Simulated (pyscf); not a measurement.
PySCF, gas phase, ωB97X-D3(BJ)/def2-SVP geometries. Correlated levels are frozen-core, on RHF or UHF. ΔMP2 is the change of the MP2 total energy from the triple- to the quadruple-zeta basis.

**Question.** How much does it cost (ΔH, 298 K, CCSD(T)/def2-TZVPP + ΔMP2(QZVPP)) to split `[O]=[B][F]` at its B–F bond into [B=O]• + F•?

**Answer.** B–F to [B=O]• + F•: 159.2 kcal/mol. The radicals are drawn with the spin at the cut bond; how far it spreads was not checked. The CCSD(T) − MP2 part came from Ansatz, without density fitting, on the same reference. Left out: the spin-orbit lowering of F.
